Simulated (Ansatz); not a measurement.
H4OSi2, SMILES `[SiH]O[SiH3]`. The species carries charge 0 and has multiplicity 1. Geometry: relaxed with PBE0-D4/def2-TZVP.

```xyz
7

Si    2.184   -0.052   -0.557
O     0.576   -0.341   -0.755
Si   -0.890   -0.116   -0.028
H     2.097    0.672    0.809
H    -0.708    0.582    1.271
H    -1.743    0.698   -0.929
H    -1.517   -1.443    0.189
```

Question: What is the dipole moment at r2SCAN/def2-TZVPP? (Estimate.)

Answer: Computed: 0.91 D, with components (-0.75, 0.17, 0.47) D in this frame, pointing from negative to positive charge.

Question: And with PBE, B3LYP, ωB97M-V? (An estimate is asked.)

Answer: Ansatz gave: PBE 0.85 D, B3LYP 0.75 D, ωB97M-V 0.65 D.

Question: Give the Mulliken charges with r2SCAN, B3LYP, ωB97M-V in def2-TZVPP. (Estimate.)

Answer: The calculation gave: 
```csv
atom,r2SCAN,B3LYP,ωB97M-V
Si1,0.30,0.25,0.23
O2,-0.39,-0.35,-0.36
Si3,0.45,0.42,0.31
H4,-0.14,-0.12,-0.09
H5,-0.07,-0.06,-0.02
H6,-0.07,-0.07,-0.03
H7,-0.07,-0.07,-0.03
```

B3LYP here is the variant with VWN-RPA as its local correlation; programs differ in this.
